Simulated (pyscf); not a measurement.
Optimised with ωB97X-D3(BJ)/def2-SVP in PySCF.

For the elementary gas-phase step HO–B(Cl)–Cl + SiH₄ -> HO–SiH₃ + Cl–BH–Cl (singlet surface; B–O, H–Si broken, O–Si, B–H formed), what barrier and reaction energy does ωB97M-D3(BJ)/def2-TZVP give, measured from the separated reactants?

ΔE‡ = 22.1 kcal/mol, ΔE = +12.1 kcal/mol. Zero-point energy shifts the barrier by +2.6 kcal/mol. It is a four-centre exchange, with an imaginary mode of 262i cm⁻¹. On the product side the descent ends in an adduct with a B–O contact, 10.9 kcal/mol under the separated species and 19.3 kcal/mol under the saddle at ωB97X-D3(BJ)/def2-TZVP. What is counted as broken (B–O) persists as a longer contact in the product adduct; parting that adduct is a step of its own. One saddle was located; it need not be the lowest between these sides.
